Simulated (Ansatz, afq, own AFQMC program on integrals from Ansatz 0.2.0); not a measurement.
**AlNH, quartet: AFQMC among the cluster methods**

```yaml
atoms:
  - { symbol: Al, position_ang: [0.0000, -0.1047, 0.6174] }
  - { symbol: N, position_ang: [0.0000, 0.1075, -1.2897] }
  - { symbol: H, position_ang: [0.0000, 1.3076, 1.3949] }
```

Connectivity, by distances: AlH–N.

Basis cc-pVDZ. Only valence electrons are correlated. Integrals, coupled cluster, full CI and functionals: Ansatz 0.2.0; the random walks run on the same integrals in our own AFQMC program. ph-AFQMC/CISD is guided by a CISD state made of CCSD amplitudes; releasing the constraint for a short imaginary time cuts its bias at the price of noise, slowly where states lie close. Free AFQMC starts from the CCSD state and is never constrained. Its projection time is finite, and what remains of the start isn't in its error. Uncertainties: one standard error, sampling alone.

Determinant: UHF, the one that the program's search chose, which needn't be the lowest solution. The geometry is a point of a scan.

No full CI on the walks' own integrals is used here; CCSDT(Q) serves as the reference and is uncertain by about the last step of the cluster series.

Cautions: lower spins were not checked.

```
T1 diagnostic                               : 0.0250
weight of the determinant in the CISD state : 0.908
⟨S²⟩ of the determinant                     : 3.772
size of the correlated space                : 9 electrons in 31 orbitals
```

```
  level  correlation energy (eV)
    MP2                  -3.8100
   CCSD                  -4.6318
CCSD(T)                  -4.7342
```

**Question.** Estimate where phaseless AFQMC with a CISD trial lies against CCSD(T) on the same integrals.

**Answer.** 0.52 ± 0.22 kcal/mol below CCSD(T).

Reference: CCSDT(Q), correlation energy -4.770 eV. The released energy is read at 2.40 1/Eh (meV from the phaseless value at times in 1/Eh: -13 ± 10 at 0.24, -24 ± 7 at 0.51, -26 ± 7 at 0.99, -7 ± 8 at 1.62, -10 ± 13 at 2.40).

| level | E − E(reference) (kcal/mol) | share of correlation (%) |
| --- | --- | --- |
| CCSD(T) | 0.83 | 99.24 |
| CCSDT | 0.19 | 99.82 |
| ph-AFQMC/HF | 0.42 ± 1.10 | 99.62 |
| ph-AFQMC/CISD | 0.32 ± 0.22 | 99.71 |
| released AFQMC | 0.08 ± 0.30 | 99.93 |
| free AFQMC | -0.19 ± 0.38 | 100.17 |

Free projections are given only where their last times agree within the noise and don't stop above the reference; a slow remainder of the start can still hide under it. A walk keeps the symmetry of its determinant, which the program's search chose and which needn't be the lowest solution, so a lower state of the same spin and another symmetry isn't excluded. Released energies are given only where the last usable release times agree within the noise; a slower fall can still hide under it.
